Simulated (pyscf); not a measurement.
## Four-centre exchange: HN=SiH–Cl + silane (SiH₄) → H₃Si–N=SiH–Cl + hydrogen (H₂)

Gas phase, singlet surface, charge 0. Bonds broken: N1–H4, Si6–H7. Bonds formed: N1–Si6, H4–H7. Optimised with ωB97X-D3(BJ)/def2-SVP in PySCF.

Transition state (Å):

```xyz
10

N     -0.0888    -0.0313     0.0778
Si    -0.9342    -1.0838     0.9418
Cl    -2.9384    -1.2862     0.9206
H      1.0022     0.2558    -0.1452
H     -0.3227    -2.0509     1.8690
Si    -0.3455     1.2923    -1.2037
H      1.4767     1.0894    -0.9384
H     -0.0958     0.9597    -2.6372
H     -1.8732     1.1719    -1.1570
H     -0.1718     2.7133    -0.7830
```

One imaginary mode, 1297i cm⁻¹; descent along it reached the two sides named.

```
bond    change  reactant side (Å)  saddle  product side
------  ------  -----------------  ------  ------------
N1–H4   breaks              1.016   1.150           2.6
Si6–H7  breaks              1.488   1.852           4.0
N1–Si6   forms                3.0   1.860         1.720
H4–H7    forms                3.1   1.245         0.762
```

Electronic energies relative to the separated reactants (eV):

| level | barrier | reaction energy | reverse barrier |
|---|---|---|---|
| ωB97X-D3(BJ)/def2-TZVP | 1.62 | -0.67 | 2.29 |
| PBE/def2-TZVP | 1.49 | -0.47 | 1.96 |
| r²SCAN/def2-TZVP | 1.52 | -0.60 | 2.12 |
| B3LYP-D3(BJ)/def2-TZVP | 1.63 | -0.61 | 2.24 |
| PBE0-D3(BJ)/def2-TZVP | 1.49 | -0.57 | 2.06 |
| M06-2X/def2-TZVP | 1.64 | -0.72 | 2.36 |
| ωB97M-D3(BJ)/def2-TZVP | 1.67 | -0.58 | 2.25 |
| HF/def2-TZVP | 2.33 | -0.59 | 2.92 |

With ωB97M-D3(BJ)/def2-TZVP energies and thermal terms (ideal gas, 1 atm, RRHO with modes under 100 cm⁻¹ raised to 100, one conformer, R ln 2 for chiral ones without a mode under 150 cm⁻¹), in eV:

```tsv
T (K)	ΔH‡	ΔG‡	ΔH	ΔG
298	1.59	2.02	-0.67	-0.62
600	1.60	2.45	-0.62	-0.58
900	1.63	2.87	-0.59	-0.57
1200	1.67	3.28	-0.56	-0.57
```

The same reactants have a lower exit, to H₃Si–NH–SiH₂–Cl (barrier +0.13 eV at ωB97M-D3(BJ)/def2-TZVP, against +1.67 eV here). HN=SiH–Cl lies 1.14 eV over its isomer H₂N–Si:–Cl [singlet] (electronic energy, ωB97M-D3(BJ)/def2-TZVP). This is the saddle that the search found; another between the same sides may lie lower.
